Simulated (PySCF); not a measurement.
# Functional benchmark on one molecule

Molecule: `FCF`, CH2F2.

Atom-mapped SMILES (the numbers label the heavy atoms): `[F:1][CH2:2][F:3]`; H(Xn) means a hydrogen on atom n.

Geometry PBE0-D3(BJ)/def2-SVP throughout; GIAO in PySCF 2.14, gas phase, one conformer, non-relativistic; equivalent atoms averaged; basis pcSseg-2.

Reference values (measured; gas, zero density; Jackowski, Slowinski, Molecules 2023, 28, 1499): σ(H(C2)) = 25.33 ppm, σ(C2) = 77.7 ppm, σ(F1/F3) = 338.9 ppm.

Q: How do the functionals HF, LDA, PBE, BLYP, BP86, OPBE, KT2, KT3, B97-D, B3LYP, PBE0, mPW1PW91, WP04, B97-2, BHandHLYP, CAM-B3LYP, wB97X-D, LC-wPBE perform against the reference? Times are CPU seconds on shared hosts with different chips, so compare them loosely; the GGAs took longer than the global hybrids here, which isn't the general rule, and the cause wasn't traced.

A: 
```tsv
functional	kind	H(C2)	C2	F1/F3	abs. error H	abs. error C	abs. error F	core-s
HF	Hartree–Fock	26.51	91.3	366.1	1.18	13.6	27.2	3.3
LDA	LDA	24.79	57.5	315.6	0.54	20.2	23.3	7.6
PBE	GGA	25.27	60.2	313.1	0.06	17.5	25.8	11
BLYP	GGA	25.42	55.5	310.0	0.09	22.2	28.9	13
BP86	GGA	25.34	60.5	315.7	0.01	17.2	23.2	11
OPBE	GGA	25.38	68.9	319.6	0.05	8.8	19.3	11
KT2	GGA	25.35	67.1	313.4	0.02	10.6	25.5	9.9
KT3	GGA	25.55	67.5	313.9	0.22	10.2	25.0	9.8
B97-D	GGA	25.52	62.8	319.0	0.19	14.9	19.9	8.5
B3LYP	global hybrid	25.67	63.4	325.5	0.34	14.3	13.4	7.1
PBE0	global hybrid	25.63	69.7	331.5	0.30	8.0	7.4	7.6
mPW1PW91	global hybrid	25.68	69.2	332.2	0.35	8.5	6.7	3.5
WP04	global hybrid	26.04	56.0	329.7	0.71	21.7	9.2	4.1
B97-2	global hybrid	25.74	70.2	331.7	0.41	7.5	7.2	4
BHandHLYP	global hybrid	25.99	74.1	343.0	0.66	3.6	4.1	4
CAM-B3LYP	range-separated hybrid	25.65	66.5	331.7	0.32	11.2	7.2	5.3
wB97X-D	range-separated hybrid	25.78	70.3	336.0	0.45	7.4	2.9	5.1
LC-wPBE	range-separated hybrid	25.70	71.5	339.9	0.37	6.2	1.0	7
```

For 1H the closest is BP86 (0.01 ppm, with KT2 practically level) and the furthest HF (1.18 ppm).

For 13C the closest is BHandHLYP (3.6 ppm) and the furthest BLYP (22.2 ppm).

For 19F the closest is LC-wPBE (1.0 ppm) and the furthest BLYP (28.9 ppm). One molecule is a small sample, and vibrational effects are absent from the calculation.
